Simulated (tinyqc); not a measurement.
Stretching all distances: RHF, UHF, MP2, CISD and CCSD against full CI in the sto-3g basis, for CH2, spin multiplicity 1. Computed by the program tinyqc with PySCF. All coordinates are multiplied by the scale. c0^2 is the weight of the RHF determinant in the lowest singlet FCI state (UHF is spin-contaminated and may lie near states of higher spin) and n(LUMO) the first natural occupation beyond the occupied space.

Geometry (angstrom):
```
atom,x,y,z
C,0.0000,0.0000,0.0000
H,0.0000,0.8390,0.6210
H,0.0000,-0.8390,0.6210
```

Full CI energy (hartree) and errors against it (kcal/mol):
```
scale,distance 1-2 (angstrom),E(FCI),RHF,UHF,MP2,CISD,CCSD,<S^2> UHF,c0^2,n(LUMO)
0.8900,0.9290,-38.346493,30.5731,6.0088,13.2871,1.4130,0.3290,0.8380,0.9187,0.1399
1.0900,1.1378,-38.432671,39.2285,21.2806,16.0712,1.8791,0.3227,0.7599,0.9247,0.1009
1.2800,1.3361,-38.403791,52.7697,39.6322,21.4361,3.0295,0.3829,0.6862,0.9093,0.0788
1.4800,1.5449,-38.339175,73.9197,64.2529,30.4801,5.7825,0.4886,0.7306,0.8641,0.1122
1.6700,1.7432,-38.277288,101.0264,64.8930,42.1987,10.9339,0.5240,1.3521,0.7881,0.2056
1.8700,1.9519,-38.225268,136.0722,46.9542,56.5801,19.8449,-0.1038,1.6014,0.6770,0.3430
2.0600,2.1503,-38.191832,173.4123,31.7556,70.0374,31.1933,-2.8198,1.7966,0.5552,0.4958
```

What does the comparison show, and why?

UHF lies below RHF over the whole range. The weight c0^2 goes from 0.92 to 0.56 and n(LUMO) from 0.14 to 0.50: static correlation grows as the bonds break into open-shell fragments. The spread of the error along the curve, which distorts its shape, is CCSD 3.3, CISD 29.8, MP2 56.8, UHF 58.9, RHF 142.8 kcal/mol. Below FCI somewhere: CCSD, as non-variational methods may be. The table stops here: at scale 2.26 and beyond, the reference weight falls under 0.45 or RHF, UHF or CCSD hop between solutions, so those rows were left out and the spreads given cover only the rows shown. As computed, partly on other solutions, the errors there reach in size RHF 213, UHF 22, MP2 83, CISD 44, CCSD 8 kcal/mol.
